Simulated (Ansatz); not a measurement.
bcc Mo was calculated with r²SCAN50 in Ansatz (PAW).

Settings: plane-wave cutoff 520 eV, 14×14×14 k mesh, Fermi–Dirac smearing 0.05 eV, no spin polarisation, scalar-relativistic PAW data made under PBE.

Computed at the level's own relaxed cell.

Give the computed volume per atom, bulk modulus, equilibrium lattice constant a and pressure derivative B′ of the bulk modulus.


- volume per atom = 15.17 Å³/atom
- bulk modulus = 325 GPa
- equilibrium lattice constant a = 3.119 Å
- pressure derivative B′ of the bulk modulus = 4.3

Measured, for comparison: equilibrium volume per atom 15.49 Å³/atom, lattice constant a 3.141 Å (static lattice: zero-point anharmonic expansion removed; as tabulated in Mejia-Rodriguez and Trickey (2018), arXiv:1807.09216); bulk modulus 265 GPa (zero-point energy and finite temperature contributions removed, our sources range from 265 to 278; as tabulated in doi:10.1021/acs.jctc.3c00612). Computed (rounded) less measured: equilibrium volume per atom -2.1 %, bulk modulus +23 % (+17 % to +23 % over the range), lattice constant a -0.7 %.

Computed values are for the static lattice.

Computing time: about 30 core-minutes (a rough figure).

Ansatz is a quantum-chemistry and plane-wave program.
